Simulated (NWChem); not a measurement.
Program: NWChem. System: fluoromethane (CH$_{3}$F), charge 0, spin multiplicity 1, at a geometry optimised with PBE0/def2-SVP. Level: B2PLYP/cc-pVDZ, 2 core orbitals frozen.

The NWChem input:

```
start mol
memory heap 200 mb stack 800 mb global 1000 mb
geometry units angstroms nocenter noautoz
  C      0.608765    -0.110645     0.000000
  F     -0.732677     0.133165     0.000000
  H      0.887874    -0.687855     0.897208
  H      0.887874    -0.687855    -0.897208
  H      1.165754     0.841092     0.000000
  symmetry group Cs
end
basis spherical
  * library cc-pvdz
end
dft
  xc hfexch 0.53 becke88 0.47 lyp 0.73 mp2 0.27
  dftmp2
  semidirect memsize 60000000 filesize 0
  iterations 100
end
mp2
  freeze core 2
end
task dft energy
```

Part of the output:

```
             Northwest Computational Chemistry Package (NWChem) 7.3.0
             --------------------------------------------------------

                                NWChem Input Module
                                -------------------

 Scaling coordinates for geometry "geometry" by  1.889725989
 (inverse scale =  0.529177249)

 Turning off AUTOSYM since
 SYMMETRY directive was detected!

                             Geometry "geometry" -> ""
                             -------------------------

 Output coordinates in angstroms (scale by  1.889725989 to convert to a.u.)

  No.       Tag          Charge          X              Y              Z
 ---- ---------------- ---------- -------------- -------------- --------------
    1 C                    6.0000     0.60876500    -0.11064500     0.00000000
    2 F                    9.0000    -0.73267700     0.13316500     0.00000000
    3 H                    1.0000     0.88787400    -0.68785500     0.89720800
    4 H                    1.0000     0.88787400    -0.68785500    -0.89720800
    5 H                    1.0000     1.16575400     0.84109200     0.00000000

 Effective nuclear repulsion energy (a.u.)      37.5329147306

            Nuclear Dipole moment (a.u.)
            ----------------------------
        X                 Y               Z
 ---------------- ---------------- ----------------
    -0.0000018897    -0.0000056692     0.0000000000

      Symmetry information
      --------------------

 Group name             Cs
 Group number              2
 Group order               2
 No. of unique centers     4

      Symmetry unique atoms

     1    2    3    5


 Summary of "ao basis" -> "" (spherical)
 ------------------------------------------------------------------------------
       Tag                 Description            Shells   Functions and Types
 ---------------- ------------------------------  ------  ---------------------
 *                          cc-pvdz                   on all atoms

  dft_input: which_mp2 not specified, using semidirect MP2 by default.

                                 NWChem DFT Module
                                 -----------------

 Summary of "ao basis" -> "ao basis" (spherical)
 ------------------------------------------------------------------------------
       Tag                 Description            Shells   Functions and Types
 ---------------- ------------------------------  ------  ---------------------
 C                          cc-pvdz                  6       14   3s2p1d
 F                          cc-pvdz                  6       14   3s2p1d
 H                          cc-pvdz                  3        5   2s1p

 Summary of "ao basis" -> "ao basis" (spherical)
 ------------------------------------------------------------------------------
       Tag                 Description            Shells   Functions and Types
 ---------------- ------------------------------  ------  ---------------------
 C                          cc-pvdz                  6       14   3s2p1d
 F                          cc-pvdz                  6       14   3s2p1d
 H                          cc-pvdz                  3        5   2s1p

      Symmetry analysis of basis
      --------------------------

        a'         29
        a"         14

            General Information
            -------------------
          SCF calculation type: DFT
          Wavefunction type:  closed shell.
          No. of atoms     :     5
          No. of electrons :    18
           Alpha electrons :     9
            Beta electrons :     9
          Charge           :     0
          Spin multiplicity:     1
          Use of symmetry is: on ; symmetry adaption is: on
          Maximum number of iterations: 100
          AO basis - number of functions:    43
                     number of shells:    21
          Convergence on energy requested:  1.00D-06
          Convergence on density requested:  1.00D-05
          Convergence on gradient requested:  5.00D-04

              XC Information
              --------------
                     Hartree-Fock (Exact) Exchange  0.530
                    Becke 1988 Exchange Functional  0.470
              Lee-Yang-Parr Correlation Functional  0.730

             Grid Information
             ----------------
          Grid used for XC integration:  medium
          Radial quadrature: Mura-Knowles
          Angular quadrature: Lebedev.
          Tag              B.-S. Rad. Rad. Pts. Rad. Cut. Ang. Pts.
          ---              ---------- --------- --------- ---------
          C                   0.70       49           6.0       434
          F                   0.50       49           7.0       434
          H                   0.35       45           7.0       434
          Grid pruning is: on
          Number of quadrature shells:   188
          Spatial weights used:  Erf1

          Convergence Information
          -----------------------
          Convergence aids based upon iterative change in
          total energy or number of iterations.
          Levelshifting, if invoked, occurs when the
          HOMO/LUMO gap drops below (HL_TOL):  1.00D-02
          DIIS, if invoked, will attempt to extrapolate
          using up to (NFOCK): 10 stored Fock matrices.

                    Damping( 0%)  Levelshifting(0.5)       DIIS
                  --------------- ------------------- ---------------
          dE  on:    start            ASAP                start
          dE off:    2 iters        100 iters           100 iters

      Screening Tolerance Information
      -------------------------------
[...]
 2-e energy   =      88.470984
 HOMO         =      -0.430967
 LUMO         =       0.131981

      Symmetry analysis of molecular orbitals - initial
      -------------------------------------------------

  Numbering of irreducible representations:

     1 a'          2 a"

  Orbital symmetries:

     1 a'          2 a'          3 a'          4 a'          5 a'
     6 a"          7 a'          8 a"          9 a'         10 a'
    11 a'         12 a"         13 a'         14 a'         15 a"
    16 a'         17 a'         18 a"         19 a'

------------------------------------------------------------
EAF file 0: "./mol.aoints.0" size=524288 bytes
------------------------------------------------------------
               write      read    awrite     aread      wait
               -----      ----    ------     -----      ----
     calls:        1         0         0         0         0
   data(b): 5.24e+05  0.00e+00  0.00e+00  0.00e+00
   time(s): 0.00e+00  0.00e+00  0.00e+00  0.00e+00  0.00e+00
rate(mb/s): 0.00e+00  0.00e+00
------------------------------------------------------------

   convergence    iter        energy       DeltaE   RMS-Dens  Diis-err    time
 ---------------- ----- ----------------- --------- --------- ---------  ------
 d= 0,ls=0.0,diis     1   -139.4782301316 -1.77D+02  1.05D-02  2.74D-01     0.5
 d= 0,ls=0.0,diis     2   -139.4926719563 -1.44D-02  4.28D-03  1.92D-01     0.5
 d= 0,ls=0.0,diis     3   -139.5090350172 -1.64D-02  6.57D-04  3.84D-03     0.6
 d= 0,ls=0.0,diis     4   -139.5093316631 -2.97D-04  2.24D-04  2.67D-04     0.7
 d= 0,ls=0.0,diis     5   -139.5093579426 -2.63D-05  3.95D-05  8.35D-06     0.8
  Resetting Diis
 d= 0,ls=0.0,diis     6   -139.5093590546 -1.11D-06  9.15D-06  1.04D-07     0.8
 d= 0,ls=0.0,diis     7   -139.5093590777 -2.31D-08  1.42D-06  3.06D-09     0.9

         Total DFT energy =     -139.509359077736
      One electron energy =     -266.813362577417
           Coulomb energy =      106.568484495483
    Exchange-Corr. energy =      -16.797395726353
 Nuclear repulsion energy =       37.532914730551

 Numeric. integr. density =       18.000000187711

     Total iterative time =      0.7s

                  Occupations of the irreducible representations
                  ----------------------------------------------

                     irrep           alpha         beta
                     --------     --------     --------
                     a'                7.0          7.0
                     a"                2.0          2.0

                       DFT Final Molecular Orbital Analysis
                       ------------------------------------

 Vector    7  Occ=2.000000D+00  E=-5.623062D-01  Symmetry=a'
              MO Center= -2.0D-01,  3.6D-02, -7.3D-14, r^2= 1.3D+00
   Bfn.  Coefficient  Atom+Function         Bfn.  Coefficient  Atom+Function
  ----- ------------  ---------------      ----- ------------  ---------------
    18      0.509147  2 F  px                 4     -0.346787  1 C  px
    21      0.321706  2 F  px                17     -0.155394  2 F  s
    29     -0.110409  3 H  s                 34     -0.110409  4 H  s
    39     -0.110274  5 H  s                 19     -0.092345  2 F  py
    16     -0.074773  2 F  s                  7     -0.073044  1 C  px

 Vector    8  Occ=2.000000D+00  E=-4.130564D-01  Symmetry=a"
              MO Center=  9.8D-02, -1.8D-01, -2.2D-11, r^2= 1.6D+00
   Bfn.  Coefficient  Atom+Function         Bfn.  Coefficient  Atom+Function
  ----- ------------  ---------------      ----- ------------  ---------------
    20      0.486167  2 F  pz                23      0.354724  2 F  pz
     6     -0.319138  1 C  pz                29     -0.270291  3 H  s
    34      0.270291  4 H  s                 30     -0.149156  3 H  s
    35      0.149156  4 H  s                  9     -0.080181  1 C  pz
    13      0.031878  1 C  d  1

 Vector    9  Occ=2.000000D+00  E=-4.130559D-01  Symmetry=a'
              MO Center=  1.6D-01,  1.4D-01,  2.2D-11, r^2= 1.6D+00
   Bfn.  Coefficient  Atom+Function         Bfn.  Coefficient  Atom+Function
  ----- ------------  ---------------      ----- ------------  ---------------
    19      0.478329  2 F  py                22      0.349006  2 F  py
     5     -0.313997  1 C  py                39     -0.312106  5 H  s
    40     -0.172231  5 H  s                 29      0.156053  3 H  s
    34      0.156053  4 H  s                 18      0.086938  2 F  px
    30      0.086116  3 H  s                 35      0.086116  4 H  s

 Vector   10  Occ=0.000000D+00  E= 1.169913D-01  Symmetry=a'
              MO Center=  1.1D+00, -1.9D-01, -4.2D-15, r^2= 4.3D+00
   Bfn.  Coefficient  Atom+Function         Bfn.  Coefficient  Atom+Function
  ----- ------------  ---------------      ----- ------------  ---------------
     3      2.040208  1 C  s                 30     -1.006475  3 H  s
    35     -1.006475  4 H  s                 40     -1.006450  5 H  s
     7      0.467958  1 C  px                 4      0.155705  1 C  px
     2      0.127709  1 C  s                  8     -0.085059  1 C  py
     1     -0.062003  1 C  s                 21     -0.059851  2 F  px

 Vector   11  Occ=0.000000D+00  E= 1.817889D-01  Symmetry=a"
              MO Center=  9.7D-01, -8.6D-01,  7.1D-15, r^2= 3.7D+00
   Bfn.  Coefficient  Atom+Function         Bfn.  Coefficient  Atom+Function
  ----- ------------  ---------------      ----- ------------  ---------------
    30      1.720436  3 H  s                 35     -1.720436  4 H  s
     9     -1.263965  1 C  pz                 6     -0.388308  1 C  pz
    23      0.144245  2 F  pz                20      0.073878  2 F  pz
    29      0.049170  3 H  s                 34     -0.049170  4 H  s

 Vector   12  Occ=0.000000D+00  E= 1.817895D-01  Symmetry=a'
              MO Center=  1.2D+00,  4.6D-01, -1.8D-16, r^2= 3.7D+00
   Bfn.  Coefficient  Atom+Function         Bfn.  Coefficient  Atom+Function
  ----- ------------  ---------------      ----- ------------  ---------------
    40      1.986617  5 H  s                  8     -1.243594  1 C  py
    30     -0.993282  3 H  s                 35     -0.993282  4 H  s
     5     -0.382048  1 C  py                 7     -0.226012  1 C  px
    22      0.141917  2 F  py                19      0.072686  2 F  py
     4     -0.069436  1 C  px                39      0.056777  5 H  s

 center of mass
 --------------
 x =  -0.20273673 y =   0.03684710 z =   0.00000000

 moments of inertia (a.u.)
 ------------------
          13.427549405772          10.118837759075           0.000000000000
          10.118837759075          67.262236021141           0.000000000000
           0.000000000000           0.000000000000          69.101236338155

     Multipole analysis of the density
     ---------------------------------

     L   x y z        total         alpha         beta         nuclear
     -   - - -        -----         -----         ----         -------
     0   0 0 0     -0.000000     -9.000000     -9.000000     18.000000

     1   1 0 0      0.695694      0.347848      0.347848     -0.000002
     1   0 1 0     -0.126441     -0.063218     -0.063218     -0.000006
     1   0 0 1      0.000000      0.000000      0.000000      0.000000

     2   2 0 0     -9.045308    -22.361070    -22.361070     35.676833
     2   1 1 0      0.060309      2.749866      2.749866     -5.439424
     2   1 0 1     -0.000000     -0.000000     -0.000000      0.000000
     2   0 2 0     -8.724454     -7.731124     -7.731124      6.737795
     2   0 1 1     -0.000000     -0.000000     -0.000000      0.000000
     2   0 0 2     -8.713471     -7.231379     -7.231379      5.749286

                   NWChem MP2 Semi-direct Energy/Gradient Module
                   ---------------------------------------------

  Basis functions       =     43
  Molecular orbitals    =     43
  Frozen core           =      2
  Frozen virtuals       =      0
  Active alpha occupied =      7
  Active beta occupied  =      7
  Active alpha virtual  =     34
  Active beta virtual   =     34
  Use MO symmetry       = T
  Use skeleton AO sym   = T

  AO/Fock/Back tols     =   1.0D-09  1.0D-09  1.0D-09

 GA uses MA = F    GA memory limited = T

 Available:
  local mem=  3.29D+07
 global mem=  1.31D+08
 local disk=  0.00D+00
  mp2_memr nvloc                    34
  nvloc new                    34
   1 passes of   7:        2097152                       9840                    768726.
   1 passes of   7: M     32855546           G      131068302           F      30758394.

 Semi-direct pass number   1 of   1  for RHF alpha+beta  at        1.0s
  vrange nnbf                   946
  mp2_eaftype                    10  avail_ma_in_mb                   286
 EAF : mp2_eaftype filesize          10     384363.
  mp2_eaf for mointskh                     10
Node 0 wrote      1.8 Mb in      0.0 s     Agg I/O rate:  1606.8 Mb/s
 Done moints_semi at        1.4s
  mp2_eaftype                    10  avail_ma_in_mb                   286
 EAF : mp2_eaftype filesize          10     384363.
  mp2_eaf for kh                    10
 Done maket at        1.4s
 Done multipass loop at        1.4s

          -------------------------------------------
          DFT energy                    -139.509359077736
          Unscaled MP2 energy             -0.398963733550
          Total DFT+MP2 energy          -139.617079285794
          -------------------------------------------

 -----------------------
 Performance information
 -----------------------

 Timer overhead =  2.34D-07 seconds/call

               Nr. of calls         CPU time (s)                 Wall time (s)                GFlops
             ---------------    -------------------     ------------------------------   -------------------
Name         Min   Avg   Max    Min     Avg     Max     Min     Avg     Max   Mx/calls   Min     Max     Sum
mp2: moin     1     1     1   0.43    0.43    0.43     0.43    0.43    0.43    0.43      0.0     0.0     0.0
mp2: make     1     1     1   2.74E-2 2.74E-2 2.74E-2  2.74E-2 2.74E-2 2.74E-2 2.74E-2   0.0     0.0     0.0
mp2: tota     1     1     1   0.48    0.48    0.48     0.48    0.48    0.48    0.48      0.0     0.0     0.0

 The average no. of pstat calls per process was 3.00D+00
 with a timing overhead of 7.03D-07s

 Task  times  cpu:        1.4s     wall:        1.4s

 Total times  cpu:        1.4s     wall:        1.4s
```
